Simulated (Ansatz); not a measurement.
# C₂F₂: geometry and frequencies at several levels, part 2 of 2

The task, for C₂F₂: geometry and frequencies at several levels.

Ansatz 0.2.0, Gaussian bases.

### 10 Frequencies, PBE-D4/def2-SVP

input.yaml reads:

```yaml
crystal:
  periodic: [false, false, false]
  atoms:
    - { symbol: F, position_ang: [0.0, 0.0, -1.89530403] }
    - { symbol: C, position_ang: [0.0, 0.0, -0.6050984] }
    - { symbol: C, position_ang: [0.0, 0.0, 0.60510556] }
    - { symbol: F, position_ang: [0.0, 0.0, 1.89530687] }
basis:
  gaussian: { orbitals: def2-SVP }
hamiltonian:
  xc: pbe
  dispersion: d4
phonons: {}
```

On the command line:

```sh
ansatz run input.yaml --threads 2 --pin off --max-ram 5120MiB --backend cpu --events-out ev --progress --plain --runs-dir out
```

Standard output, cut to the lines that bear on the results:

```text
Warning: RAYON_NUM_THREADS=2 ignored (pool sized by the plan → 2); use --threads N
[...]
Functional definition: PBE
[...]
612 factors; their error is unknown
[...]
mean field -7490.36950097 eV, -275.2660020058 hartree, gradient 2.4e-5 eV, S^2 0.000000; 0 other end points of the search recorded, 0 dependent functions left out
[...]
reference -7490.36951486 eV, -275.2660025162 hartree; 15, 15 occupied and 41, 41 virtual orbitals, 612 factors
[...]
612 factors; their error is unknown
mean field -7490.36949763 eV, -275.2660018831 hartree, gradient 6.4e-7 eV, S^2 0.000000; 0 other end points of the search recorded, 0 dependent functions left out
[...]
reference -7490.36951152 eV, -275.2660023936 hartree; 15, 15 occupied and 41, 41 virtual orbitals, 612 factors
[...]
612 factors; their error is unknown
[...]
reference -7490.36901362 eV, -275.2659840960 hartree; 15, 15 occupied and 41, 41 virtual orbitals, 612 factors
[...]
612 factors; their error is unknown
mean field -7490.36901287 eV, -275.2659840685 hartree, gradient 2.1e-6 eV, S^2 0.000000; 0 other end points of the search recorded, 0 dependent functions left out
[...]
reference -7490.36902676 eV, -275.2659845788 hartree; 15, 15 occupied and 41, 41 virtual orbitals, 612 factors
Total energy: -7490.41307387 eV, -275.2676032803 hartree
Atom 0 at     0.000000     0.000000    -1.895304 Å, force    -0.000000    -0.000000     0.000378 eV/Å
Atom 1 at     0.000000     0.000000    -0.605098 Å, force     0.000000     0.000000    -0.000286 eV/Å
Atom 2 at     0.000000     0.000000     0.605106 Å, force     0.000000     0.000000     0.000286 eV/Å
Atom 3 at     0.000000     0.000000     1.895307 Å, force    -0.000000    -0.000000    -0.000378 eV/Å
Dipole moment:    -0.000000    -0.000000     0.000000 e Å
Vibrations: 156.52 156.52 274.15 274.15 789.06 1371.22 2487.68 cm⁻¹, zero-point energy 0.341534 eV
```

Run time: 4 s. Hardware: 2 threads of Arm Neoverse V1, shared host; peak memory 0.087 GiB.

Harmonic frequencies (cm⁻¹; negative: imaginary): 157, 157, 274, 274, 789, 1371, 2488.

### 11 Relaxation, PBE0-D4/def2-TZVPP

This run stands in another session on the same molecule. It ended at:

```xyz
4

F     0.0000    0.0000   -1.8695
C     0.0000    0.0000   -0.5919
C     0.0000    0.0000    0.5920
F     0.0000    0.0000    1.8695
```

### 12 Relaxation, MP2/def2-TZVPP

input.yaml reads:

```yaml
crystal:
  periodic: [false, false, false]
  atoms:
    - { symbol: F, position_ang: [0.0, 0.0, -1.86946637] }
    - { symbol: C, position_ang: [0.0, 0.0, -0.59194514] }
    - { symbol: C, position_ang: [0.0, 0.0, 0.59195223] }
    - { symbol: F, position_ang: [0.0, 0.0, 1.86946929] }
basis:
  gaussian: { orbitals: def2-TZVPP }
correlation:
  method: mp2
relax:
  f_tol: 0.002
  max_steps: 40
```

On the command line:

```sh
ansatz run input.yaml --threads 2 --pin off --max-ram 5120MiB --backend cpu --events-out ev --progress --plain --runs-dir out
```

Standard output:

```text
Warning: RAYON_NUM_THREADS=2 ignored (pool sized by the plan → 2); use --threads N
The last accepted step is kept in <dir> (removed where the run ends without a failure and the disk answers)
Engine: ansatz 0.2.0, aarch64-unknown-linux-gnu
[... 1 set-up line as earlier in the session ...]
  exchange = exact_x
  correlation = 0
these checks for a lower state are left out or cut short: cluster_reference
886 factors; integrals over basis functions are off by at most 3.7e-4 eV
mean field evaluation 1: about -7470.8070 eV, gradient 2.3e1 eV
mean field evaluation 2: about -7470.8094 eV, gradient 2.3e1 eV
mean field evaluation 4: about -7471.7703 eV, gradient 2.2e0 eV
mean field evaluation 8: about -7471.7783 eV, gradient 1.6e-5 eV
mean field -7471.77828209 eV, -274.5827873136 hartree, gradient 2.8e-6 eV, S^2 0.000000; 0 other end points of the search recorded, 0 dependent functions left out
4 core orbitals not correlated: weight in the atoms' cores, before any rotation towards them, 1.000 or more for the frozen orbitals, at most 0.000 for the correlated occupied ones
reference -7471.77828209 eV, -274.5827873136 hartree; 11, 11 occupied and 109, 109 virtual orbitals, 886 factors
second order -21.32672903 eV of doubles, -0.00000000 eV of singles
the calculation of the forces begins
relax step   1: F+E_penalty+E_count = -7493.10501112 eV  Δ(F+E_penalty+E_count) = +0.000e0 eV  max|allowed force component| = 6.949e-1 eV/Å  Δτ_max = 0.0000 Å  (43 SCF iters, accepted)
these checks for a lower state are left out or cut short: starts, cluster_reference, orbital_swaps, neighbouring_geometries, increment
886 factors; integrals over basis functions are off by at most 3.8e-4 eV
mean field evaluation 16: about -7471.7231 eV, gradient 4.1e-3 eV
mean field -7471.72573978 eV, -274.5808564191 hartree, gradient 2.1e-6 eV, S^2 0.000000; 0 other end points of the search recorded, 0 dependent functions left out
4 core orbitals not correlated: weight in the atoms' cores, before any rotation towards them, 1.000 or more for the frozen orbitals, at most 0.000 for the correlated occupied ones
reference -7471.72573978 eV, -274.5808564191 hartree; 11, 11 occupied and 109, 109 virtual orbitals, 886 factors
second order -21.39020958 eV of doubles, -0.00000000 eV of singles
the calculation of the forces begins
relax step   2: F+E_penalty+E_count = -7493.11594936 eV  Δ(F+E_penalty+E_count) = -1.094e-2 eV  max|allowed force component| = 1.758e-1 eV/Å  Δτ_max = 0.0115 Å  (39 SCF iters, accepted)
these checks for a lower state are left out or cut short: starts, cluster_reference, orbital_swaps, neighbouring_geometries, increment
886 factors; integrals over basis functions are off by at most 3.8e-4 eV
mean field evaluation 32: about -7471.7175 eV, gradient 2.2e-6 eV
mean field -7471.71752688 eV, -274.5805546008 hartree, gradient 2.2e-6 eV, S^2 0.000000; 0 other end points of the search recorded, 0 dependent functions left out
4 core orbitals not correlated: weight in the atoms' cores, before any rotation towards them, 1.000 or more for the frozen orbitals, at most 0.000 for the correlated occupied ones
reference -7471.71752688 eV, -274.5805546008 hartree; 11, 11 occupied and 109, 109 virtual orbitals, 886 factors
second order -21.39896544 eV of doubles, -0.00000000 eV of singles
the calculation of the forces begins
relax step   3: F+E_penalty+E_count = -7493.11649232 eV  Δ(F+E_penalty+E_count) = -5.430e-4 eV  max|allowed force component| = 1.066e-2 eV/Å  Δτ_max = 0.0030 Å  (39 SCF iters, accepted)
these checks for a lower state are left out or cut short: starts, cluster_reference, orbital_swaps, neighbouring_geometries, increment
886 factors; integrals over basis functions are off by at most 3.8e-4 eV
mean field -7471.71732277 eV, -274.5805470997 hartree, gradient 1.4e-6 eV, S^2 0.000000; 0 other end points of the search recorded, 0 dependent functions left out
4 core orbitals not correlated: weight in the atoms' cores, before any rotation towards them, 1.000 or more for the frozen orbitals, at most 0.000 for the correlated occupied ones
reference -7471.71732277 eV, -274.5805470997 hartree; 11, 11 occupied and 109, 109 virtual orbitals, 886 factors
second order -21.39917052 eV of doubles, -0.00000000 eV of singles
the calculation of the forces begins
relax step   4: F+E_penalty+E_count = -7493.11649329 eV  Δ(F+E_penalty+E_count) = -9.664e-7 eV  max|allowed force component| = 1.117e-4 eV/Å  Δτ_max = 0.0001 Å  (27 SCF iters, accepted)
these checks for a lower state are left out or cut short: cluster_reference
886 factors; integrals over basis functions are off by at most 3.8e-4 eV
mean field -7471.71732277 eV, -274.5805470997 hartree, gradient 1.4e-6 eV, S^2 0.000000; 1 other end points of the search recorded, 0 dependent functions left out
4 core orbitals not correlated: weight in the atoms' cores, before any rotation towards them, 1.000 or more for the frozen orbitals, at most 0.000 for the correlated occupied ones
reference -7471.71732277 eV, -274.5805470997 hartree; 11, 11 occupied and 109, 109 virtual orbitals, 886 factors
second order -21.39917052 eV of doubles, -0.00000000 eV of singles
the calculation of the forces begins
Total energy: -7493.11649329 eV, -275.3669521115 hartree
Atom 0 at    -0.000000    -0.000000    -1.884076 Å, force     0.000000    -0.000000    -0.000043 eV/Å
Atom 1 at     0.000000    -0.000000    -0.597480 Å, force    -0.000000     0.000000     0.000112 eV/Å
Atom 2 at    -0.000000     0.000000     0.597487 Å, force     0.000000    -0.000000    -0.000112 eV/Å
Atom 3 at    -0.000000    -0.000000     1.884079 Å, force    -0.000000     0.000000     0.000043 eV/Å
Dipole moment:    -0.000000    -0.000000     0.000000 e Å
Checks for a lower state left out: cluster_reference
```

It took 10 s on 2 threads of Arm Neoverse V1, shared host; peak memory 0.26 GiB.

The steps of the relaxation:

```
step  E - E(step 1) (eV)  largest force component (eV/Å)
   1              0.0000                          0.6949
   2             -0.0109                          0.1758
   3             -0.0115                          0.0107
   4             -0.0115                          0.0001
```

Step 1 is the start.

Before: Bond lengths: F1–C2 1.278 Å, C2–C3 1.184 Å, C3–F4 1.278 Å. Angles: F1–C2–C3 180.0°, C2–C3–F4 180.0°.

After: Bond lengths: F1–C2 1.287 Å, C2–C3 1.195 Å, C3–F4 1.287 Å. Angles: F1–C2–C3 180.0°, C2–C3–F4 180.0°.

### 13 Frequencies, MP2/def2-TZVPP

input.yaml reads:

```yaml
crystal:
  periodic: [false, false, false]
  atoms:
    - { symbol: F, position_ang: [0.0, 0.0, -1.88407644] }
    - { symbol: C, position_ang: [0.0, 0.0, -0.59747974] }
    - { symbol: C, position_ang: [0.0, 0.0, 0.59748688] }
    - { symbol: F, position_ang: [0.0, 0.0, 1.88407931] }
basis:
  gaussian: { orbitals: def2-TZVPP }
correlation:
  method: mp2
phonons: {}
```

On the command line:

```sh
ansatz run input.yaml --threads 2 --pin off --max-ram 5120MiB --backend cpu --events-out ev --progress --plain --runs-dir out
```

Standard output, cut to the lines that bear on the results:

```text
Warning: RAYON_NUM_THREADS=2 ignored (pool sized by the plan → 2); use --threads N
[...]
[... 1 set-up line as earlier in the session ...]
[...]
886 factors; integrals over basis functions are off by at most 3.9e-4 eV
[...]
mean field -7471.71732276 eV, -274.5805470996 hartree, gradient 9.0e-7 eV, S^2 0.000000; 0 other end points of the search recorded, 0 dependent functions left out
4 core orbitals not correlated: weight in the atoms' cores, before any rotation towards them, 1.000 or more for the frozen orbitals, at most 0.000 for the correlated occupied ones
reference -7471.71732276 eV, -274.5805470996 hartree; 11, 11 occupied and 109, 109 virtual orbitals, 886 factors
second order -21.39917052 eV of doubles, -0.00000000 eV of singles
[...]
886 factors; integrals over basis functions are off by at most 3.9e-4 eV
[...]
4 core orbitals not correlated: weight in the atoms' cores, before any rotation towards them, 1.000 or more for the frozen orbitals, at most 0.000 for the correlated occupied ones
reference -7471.70955826 eV, -274.5802617594 hartree; 11, 11 occupied and 109, 109 virtual orbitals, 886 factors
second order -21.40643895 eV of doubles, -0.00000000 eV of singles
[...]
Total energy: -7493.11649328 eV, -275.3669521112 hartree
Atom 0 at     0.000000     0.000000    -1.884076 Å, force    -0.000000     0.000000    -0.000043 eV/Å
Atom 1 at     0.000000     0.000000    -0.597480 Å, force    -0.000000    -0.000000     0.000112 eV/Å
Atom 2 at     0.000000     0.000000     0.597487 Å, force     0.000000     0.000000    -0.000112 eV/Å
Atom 3 at     0.000000     0.000000     1.884079 Å, force    -0.000000    -0.000000     0.000043 eV/Å
Dipole moment:    -0.000000     0.000000     0.000000 e Å
Vibrations: 258.63 258.63 277.96 277.96 788.54 1381.66 2492.13 cm⁻¹, zero-point energy 0.355556 eV
Checks for a lower state left out: cluster_reference
```

Wall time 25 s (2 threads of Arm Neoverse V1, shared host); peak memory 0.26 GiB.

Harmonic frequencies (cm⁻¹; negative: imaginary): 259, 259, 278, 278, 789, 1382, 2492.

### 14 Geometries side by side

| level | F1–C2 (Å) | C2–C3 (Å) | C3–F4 (Å) | rotational constants (MHz) | dipole (D) | highest frequency (cm⁻¹) | CPU time |
| --- | --- | --- | --- | --- | --- | --- | --- |
| HF/STO-3G | 1.3233 | 1.1672 | 1.3233 | 3453.4 | 0.00 | 3021 | 1.1 s |
| HF/6-31G* | 1.2752 | 1.1661 | 1.2752 | 3626.1 | 0.00 | 2801 | 2.5 s |
| LDA/def2-SVP | 1.2741 | 1.2079 | 1.2741 | 3539.8 | 0.00 | 2530 | 2.6 s |
| PBE-D4/def2-SVP | 1.2902 | 1.2102 | 1.2902 | 3478.7 | 0.00 | 2488 | 2.5 s |
| PBE0-D4/def2-TZVPP | 1.2775 | 1.1839 | 1.2775 | 3579 | 0.00 | - | 14 s |
| MP2/def2-TZVPP | 1.2866 | 1.1950 | 1.2866 | 3523.1 | 0.00 | 2492 | 19 s |

Constants are for the commonest isotopes at the equilibrium geometry; times are CPU times of the relaxations.

### 15 Outcome

What follows sums up all 2 parts.

| quantity | value |
| --- | --- |
| F1–C2 at MP2/def2-TZVPP | 1.287 Å |
| C2–C3 at MP2/def2-TZVPP | 1.195 Å |
| C3–F4 at MP2/def2-TZVPP | 1.287 Å |
| frequencies at MP2/def2-TZVPP | 259 to 2492 cm⁻¹ |

What this shows: The F–C distance spreads over 0.049 Å, from LDA/def2-SVP (shortest) to HF/STO-3G. No mode is imaginary, so the geometry is a minimum.
